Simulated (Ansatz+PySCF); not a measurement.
Results of a calculation; reference values are marked as such.
## PySCF 2.14.0 run

```python
from pyscf import gto, scf, cc

mol = gto.M(atom="""
F 0.000000 0.000000 0.000000
F 0.000000 0.000000 1.820000
""", basis='sto-3g', charge=1, spin=1)
mf = scf.UHF(mol)
mf.kernel()
mycc = cc.CCSD(mf, frozen=2).run()
et = mycc.ccsd_t()
print(mf.e_tot, mycc.e_corr, et, mycc.e_tot + et)
```

The script is written out from the run's settings.

Results

* Converged: yes
* Reference energy: -195.30448 hartree
* CCSD correlation energy: -0.26326 hartree
* Triples correction: -0.00273 hartree
* Total energy: -195.57047 hartree
* Spin squared of the determinant: 0.750

This is not the lowest solution: another run reaches a determinant 6.81 eV lower. Caution: large amplitudes, a single reference is doubtful; the charge can sit on one fragment and break the point group.
